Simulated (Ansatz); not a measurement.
# C2Si: the cost of one run

Method: def2-TZVPP, core rule «outside noble gas», up to 7 orbitals frozen; program: Ansatz 0.2.0, Gaussian basis.

The runs, in order: UHF; ROHF; CCSD(T) on UHF.

2 further runs of the same task are left out: 2 set aside as unsound or not needed.

### Step 1. What is computed

The geometry is a PBE0/def2-TZVP stationary point (not a proven minimum) of the parent state, kept for this charge and spin.

3 atoms, charge 0, spin multiplicity 3.

Atoms are counted from 1 here; the program's logs count them from 0.

Bond lengths: C1–Si2 1.836 Å, C1–C3 1.263 Å, Si2–C3 1.836 Å. Angles: Si2–C1–C3 69.9°, C1–Si2–C3 40.2°, C1–C3–Si2 69.9°.

Coordinates:

```xyz
3
C2Si
C     0.00000    0.63135    0.92921
Si    0.00000    0.00000   -0.79475
C     0.00000   -0.63135    0.92921
```

### Step 2. UHF

in.yaml reads:

```yaml
crystal:
  periodic: [false, false, false]
  atoms:
    - {symbol: C, position_ang: [0.000000, 0.631350, 0.929211]}
    - {symbol: Si, position_ang: [0.000000, 0.000000, -0.794750]}
    - {symbol: C, position_ang: [0.000000, -0.631350, 0.929211]}
basis:
  gaussian: {orbitals: def2-TZVPP}
magnetization: {spin_polarized: true, initial_magnetization: 2}
hamiltonian: {xc: hf}
output: {orbitals: {seedname: orbitals}}
```

The run is started by

```sh
$ ansatz run in.yaml --threads 1 --pin off --events-out ev --progress --plain --max-ram 2816MiB --backend cpu
```

What time and memory should one allow on 1 thread of AMD EPYC 7R13, shared host?

About 6 s, with a peak of 0.26 GiB.
